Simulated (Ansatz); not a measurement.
**H3S⁻, singlet in aug-cc-pVDZ: errors against RCCSDTQ**

Geometry: a PBE0/def2-TZVPD stationary point for this spin, not checked as a minimum.

```yaml
atoms:
  - { symbol: S, position_ang: [0.0000, -0.0470, 0.0142] }
  - { symbol: H, position_ang: [0.0000, 0.0596, -1.8788] }
  - { symbol: H, position_ang: [0.0000, 1.2756, -0.1011] }
  - { symbol: H, position_ang: [0.0000, 0.1591, 1.5270] }
```

Basis aug-cc-pVDZ; Ansatz 0.2.0. Correlated methods freeze the noble-gas cores, which leaves 10 electrons in 49 orbitals. Prefix R: restricted or restricted open-shell reference. Active spaces: valence = (10e, 7o) chosen from the atoms' valence shells.

Full CI isn't at hand for all of this; RCCSDTQ serves as the reference, and is uncertain by about the last step of the cluster series.

```
UHF ⟨S²⟩                          : 0.000
T1 diagnostic (RCCSD)             : 0.0235
largest doubles amplitude (RCCSD) : 0.052
```

```json
{"level": "RHF", "E − E(RCCSDTQ) (meV)": "6490", "share of correlation (%)": "0.00", "wall time": "–"}
{"level": "RMP2", "E − E(RCCSDTQ) (meV)": "1048", "share of correlation (%)": "83.86", "wall time": "–"}
{"level": "CISD", "E − E(RCCSDTQ) (meV)": "766", "share of correlation (%)": "88.20", "wall time": "0.97 s"}
{"level": "RCCSD", "E − E(RCCSDTQ) (meV)": "269", "share of correlation (%)": "95.86", "wall time": "–"}
{"level": "RCCSD(T)", "E − E(RCCSDTQ) (meV)": "38", "share of correlation (%)": "99.41", "wall time": "0.57 s"}
{"level": "BCCD(T)", "E − E(RCCSDTQ) (meV)": "39", "share of correlation (%)": "99.40", "wall time": "0.72 s"}
{"level": "RCCSDT", "E − E(RCCSDTQ) (meV)": "15", "share of correlation (%)": "99.77", "wall time": "–"}
{"level": "RCCSDT(Q)", "E − E(RCCSDTQ) (meV)": "0", "share of correlation (%)": "100.00", "wall time": "8.5 s"}
{"level": "CASSCF (valence space)", "E − E(RCCSDTQ) (meV)": "5464", "share of correlation (%)": "15.81", "wall time": "–"}
{"level": "NEVPT2 (valence space)", "E − E(RCCSDTQ) (meV)": "1377", "share of correlation (%)": "78.78", "wall time": "1.1 s"}
{"level": "NEVPT4(SD) (valence space)", "E − E(RCCSDTQ) (meV)": "207", "share of correlation (%)": "96.81", "wall time": "1.6 s (H100)"}
{"level": "MRCISD (valence space)", "E − E(RCCSDTQ) (meV)": "550", "share of correlation (%)": "91.52", "wall time": "–"}
{"level": "MRCISD+Q (valence space)", "E − E(RCCSDTQ) (meV)": "72", "share of correlation (%)": "98.90", "wall time": "1.7 s (H100)"}
```

The correlation energy at RCCSDTQ, counted from RHF, is -6.490 eV. That run took 16 s on 2 threads of AMD EPYC 7R13 with a shared H100 80 GB, shared host.

Times hold each run's SCF and search for its determinant on a shared host, so for small cases they say little of a method's own cost; rows without a card ran on 1 thread of AMD EPYC 7R13.

Natural occupations of CASSCF (valence space) about the gap: 1.999 1.998 1.994 1.978 1.960 0.046 0.024; effectively unpaired electrons, Σ n²(2−n)², 0.02.
